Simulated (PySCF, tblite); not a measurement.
## Complex of Al3+ and 2 × water

A gas-phase complex of Al3+ and 2 × water; charge +3, singlet. The structure comes from a short search (6 tight-binding starts) and was relaxed by PBE0-D3(BJ)/def2-TZVPD; another way of binding may lie lower. No frequency run checks that it is a minimum.

Parts: 1 = Al3+ ([Al+3]), atoms 1, charge +3; 2 = water (O), atoms 2–4; 3 = water (O), atoms 5–7.

Coordinates in Å:
```
Al1     0.083    1.443    1.566
O2      0.050    2.449    0.142
H3     -0.731    2.599   -0.470
H4      0.811    2.989   -0.229
O5      0.113    0.433    2.986
H6      0.334   -0.546    3.022
H7     -0.075    0.717    3.931
```

Contacts between parts, classed by geometry: Al1···O5 1.743 Å (bond); Al1···O2 1.744 Å (bond).

The parts are joined by the bonds Al1–O5 and Al1–O2, so these are energies of forming such bonds; deforming the relaxed parts to their shape in the adduct costs 4.2 kcal/mol, which the interaction energies leave out.

Interaction energies are complex less parts, with the parts frozen as they stand in it; counterpoise-corrected, in kcal/mol (PySCF).

(1) Give the interaction energy at each level run.

(2) What holds them together? Decompose the wB97M-D3(BJ)/def2-TZVPD energy: frozen parts, their antisymmetrised product, then relaxation.

(3) Are the pair energies additive?

The parts were also relaxed and run alone, at the levels used for the complex: shieldings by PBE0/pcSseg-2; core levels by delta-SCF with SCAN, pcX-2 on the ionised atom and pcseg-1 elsewhere, spin-free X2C (2p3/2 is the spin-free 2p value less a third of a first-order spin-orbit splitting).

(4) What does binding change?

Answers

(1) 
```
                  level  interaction  superposition error removed
wB97M-D3(BJ)/def2-TZVPD      -376.12                        -0.24
 PBE0-D3(BJ)/def2-TZVPD      -379.42                        -0.26
      RI-MP2/def2-TZVPD      -361.78                        -2.10
```

(2) electrostatic -213.4, Pauli repulsion +87.9, orbital relaxation -249.0, dispersion correction -1.9 kcal/mol, which sum to the value before the counterpoise correction; the Pauli term holds the exchange-correlation of the frozen density too. Of the attraction, 54 % is orbital relaxation, 46 % is electrostatic, 0 % is dispersion correction.

(3) The pairs sum to -409.78 kcal/mol (1–2 -205.7, 1–3 -205.7, 2–3 1.6); the rest of +33.65 is a many-body weakening.

(4) 
```
                 property   alone  in the complex  change
   shielding of Al1 (ppm)   766.2           557.2  -208.9
    shielding of O5 (ppm)   329.1           315.1   -14.0
    shielding of O2 (ppm)   329.1           315.1   -14.0
Al1 2p3/2 core level (eV)  119.93          106.08  -13.85
    O5 1s core level (eV)  539.76          560.68  +20.92
```

Multiply charged ions in the gas phase bind far more strongly than in solution.
